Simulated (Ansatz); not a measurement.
**SiNH6 (doublet): wave-function methods side by side at distance N1–H4 along a hydrogen transfer = 1.276 Å, cc-pVDZ**

An exercise on one series of results from a longer session: the logs are not shown, and one member is left open.

Computed with Ansatz 0.2.0, Gaussian basis. Level: cc-pVDZ, core rule «outside noble gas», up to 6 orbitals frozen.

The runs, in order: UHF; CCSD(T) on ROHF; CCSD(T) on UHF; BCCD(T) on ROHF; CISD; CCSDT(Q) on ROHF; CCSDT(Q) on UHF; CASSCF and MRCISD+Q, 3 electrons in 3 orbitals; CASSCF and NEVPT2, 3 electrons in 3 orbitals.

**The geometry**

The geometry derives from fragments relaxed apart (PBE0/def2-TZVP) and kept rigid, so it is no stationary point. A hydrogen atom is moved between rigid fragments.

8 atoms, charge 0, spin multiplicity 2.

Atoms are counted from 1 here; the program's logs count them from 0.

Bond lengths: N1–H2 1.012 Å, N1–H3 1.012 Å, N1–H4 1.276 Å, H4–Si5 1.545 Å, Si5–H6 1.486 Å, Si5–H7 1.486 Å, Si5–H8 1.486 Å. Angles: H2–N1–H3 107.1°, H2–N1–H4 107.1°, H3–N1–H4 107.1°, N1–H4–Si5 180.0°, H4–Si5–H6 107.6°, H4–Si5–H7 107.6°, H4–Si5–H8 107.6°, H6–Si5–H7 111.3°, H6–Si5–H8 111.3°, H7–Si5–H8 111.3°.

Set-up of the first run:

Input file in.yaml:

```yaml
crystal:
  periodic: [false, false, false]
  atoms:
    - {symbol: N, position_ang: [-1.865542, -0.011841, -0.018431]}
    - {symbol: H, position_ang: [-2.162822, 0.955993, -0.018431]}
    - {symbol: H, position_ang: [-2.162821, -0.414140, 0.861829]}
    - {symbol: H, position_ang: [-0.589542, -0.011841, -0.018431]}
    - {symbol: Si, position_ang: [0.955458, -0.011841, -0.018431]}
    - {symbol: H, position_ang: [1.405431, -1.428094, -0.018431]}
    - {symbol: H, position_ang: [1.405432, 0.696285, -1.244942]}
    - {symbol: H, position_ang: [1.405433, 0.696286, 1.208081]}
basis:
  gaussian: {orbitals: cc-pVDZ}
magnetization: {spin_polarized: true, initial_magnetization: 1}
hamiltonian: {xc: hf}
output: {orbitals: {seedname: orbitals}}
```

Launch:

```console
ansatz run in.yaml --threads 1 --pin off --events-out ev --progress --plain --max-ram 4096MiB --backend cpu
```

Steps of the session up to this table: UHF; CCSD(T) on ROHF; CCSD(T) on UHF; BCCD(T) on ROHF; CISD; CCSDT(Q) on ROHF; CCSDT(Q) on UHF; CASSCF and MRCISD+Q, 3 electrons in 3 orbitals; CASSCF and NEVPT2, 3 electrons in 3 orbitals.

One of the session's tables, all rows but one given; the rest of the session is left out.

```
       method  from UCCSDT(Q) (meV)
         ROHF               +9593.2
          UHF               +9343.8
         RMP2               +1426.6
         UMP2               +1516.1
         CISD               +1183.7
        RCCSD                +263.5
        UCCSD                +255.6
     RCCSD(T)                 +43.1
     UCCSD(T)                 +44.7
      BCCD(T)                 +43.0
       RCCSDT                 +15.2
       UCCSDT                 +14.2
    RCCSDT(Q)                     ?
    UCCSDT(Q)                     0
  CASSCF pair               +8997.6
  NEVPT2 pair               +1463.2
  MRCISD pair               +1060.6
MRCISD+Q pair                +157.5
```

**Question.** Estimate the row for RCCSDT(Q).

As computed: from UCCSDT(Q) (meV): +0.5. In the column «from UCCSDT(Q) (meV)» it lies between UCCSDT(Q) (0) and UCCSDT (+14.2).

Limits of these values: Restricted and unrestricted rows rest on different reference determinants; where their highest levels disagree by more than a few hundredths of an eV, they describe different states and don't form one ladder.
